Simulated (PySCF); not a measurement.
1,3,4-oxdiazole, C2H2N2O.
Numbering: `[cH:1]1[n:2][n:3][cH:4][o:5]1` (hydrogens: H6 on C1; H7 on C4)

Cartesian coordinates in Å at the PBE0-D3(BJ)/def2-TZVP level; atoms count from 1:
```
atom  x, y, z in Å
C1    -0.8384    0.4090    0.4700
N2    -0.2717   -0.4919    1.1847
N3     0.8091   -0.9435    0.4427
C4     0.7913   -0.2719   -0.6489
O5    -0.2250    0.6112   -0.7130
H6    -1.7118    0.9972    0.6994
H7     1.4689   -0.3312   -1.4847
```

Level: wB97X-D/pcSseg-2 in PySCF, non-relativistic, on one gas-phase PBE0-D3(BJ)/def2-TZVP geometry that isn't relaxed in the solvent. The solvent is an IEF-PCM continuum (cavity from Bondi-type radii × 1.2). Only the electrostatic response of the medium enters.

Gas phase at wB97X-D/pcSseg-2: HOMO -10.37 eV, LUMO 1.21 eV, dipole 3.30 D.

Problem. What does the continuum do to the energy, the frontier levels and the dipole at wB97X-D/pcSseg-2 in chloroform?

Solution. 
| solvent | ε | E(solvent) − E(gas) (kcal/mol) | polarisation term (kcal/mol) | distortion of the solute (kcal/mol) | HOMO (eV) | LUMO (eV) | dipole (D) |
| --- | --- | --- | --- | --- | --- | --- | --- |
| chloroform | 4.711 | -5.75 | -6.70 | 0.95 | -10.41 | 1.33 | 4.07 |

The polarisation term is half the interaction of the solute with the surface charges that it induces; the rest is the cost of distorting the solute's density. The sum is the electrostatic part of solvation alone.

Problem. Which radius a makes the point-dipole formula ΔE = −[(ε − 1)/(2ε + 1)]·μ²/a³ give the value in chloroform, with the gas-phase dipole?

Solution. μ = 1.297 au and |ΔE| = 0.00916 Eh give a = 2.13 Å; the farthest nucleus lies 2.11 Å from the centroid of the nuclei. The formula assumes a rigid point dipole at the centre of a sphere.

Problem. Give the dipole vector in the frame of the coordinates (D, pointing from negative to positive charge), gas and chloroform.

Solution. Gas (-0.78, 2.10, -2.42), solvent (-0.97, 2.60, -2.99). Its length changes by +24 % and its direction by less than 1°.

The run took 13 s on one thread of an Intel Xeon 6975P-C, no GPU, shared host with 192 logical CPUs at a one-minute load of 59, and the process peaked at 0.81 GiB of memory. This is the whole shielding run at wB97X-D/pcSseg-2 in chloroform, SCF included.

wB97X-D is run here without its empirical dispersion term; that term would change no orbital, density or response property at a fixed geometry.
